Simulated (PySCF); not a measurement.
# SiN: bond curves at several levels of theory

What are the lowest state that PBE0 finds, the bond length, vibrational wavenumber and bond energy of SiN, and how much do these hang on the method?

Computed with PySCF 2.14.0. Level: Si aug-pcseg-1, N aug-pcseg-1, no relativity.

## Step 1: Input

A driver script around PySCF takes these settings:

```json
{
 "atoms": "Si, N",
 "charge": "0",
 "basis": "Si aug-pcseg-1, N aug-pcseg-1",
 "Hamiltonian": "no relativity",
 "basis functions": "50",
 "electrons treated": "21",
 "masses in u": "27.9769, 14.0031",
 "levels": "PBE0, PBE, r²SCAN, revPBE, PW91, PBEsol, HF, MP2, SCS-MP2, CCSD, CCSD(T)",
 "grid": "80 radial by 434 angular points",
 "occupations": "held fixed by the projection of orbital angular momentum",
 "dissociation limit": "Si + N, each in its ground configuration",
 "starting distance in angstrom": "1.770",
 "values of 2S to try": "1, 3, 5"
}
```

Command:

```sh
$ OMP_NUM_THREADS=1 python dia.py task.json out
```

The runs that follow: The PBE0 curve of the state that the search chose; Higher solutions at PBE0; PBE; r²SCAN; revPBE (GGA); PW91; PBEsol; ROHF (mean field); MP2 and coupled cluster.

**Question.** What will these runs give? Wanted: for each run, Re; ωe; De; μ.

The runs gave:

Lowest PBE0 solution found, without spin–orbit coupling: ²Σ⁺ (doublet), unpaired electrons σ ↑. State 2 has its PBE0 minimum 0.06 eV higher. State 3 has its PBE0 minimum 2.30 eV higher. The other levels ran on the lowest alone.

```tsv
level	Re (Å)	ωe (cm⁻¹)	De (eV)	μ (D)
ROHF	1.547	1293	0.90	-2.52
ROHF-MP2	1.610	1057	4.02	n/a
ROHF-SCS-MP2	1.606	1074	3.95	n/a
ROHF-CCSD	1.588	1158	3.63	n/a
ROHF-CCSD(T)	1.602	1105	3.97	n/a
PBE	1.591	1135	4.98	-2.85
PBEsol	1.586	1150	5.22	-2.86
revPBE	1.596	1124	4.69	-2.82
PW91	1.589	1137	4.99	-2.86
r²SCAN	1.580	1168	4.43	-2.72
PBE0	1.575	1183	4.27	-2.79
```

De is counted to Si + N in their ground configurations. A positive dipole means Si(−)N(+).

What this shows: The methods spread over 0.064 Å in bond length, from ROHF to ROHF-MP2. Among the levels with a De in the table, it runs from 0.90 eV (ROHF) to 5.22 eV (PBEsol).

Correlated steps freeze 6 core orbitals. T1 is 0.068 near the minimum (highest on the curve 0.074), which may point to more than one leading configuration.
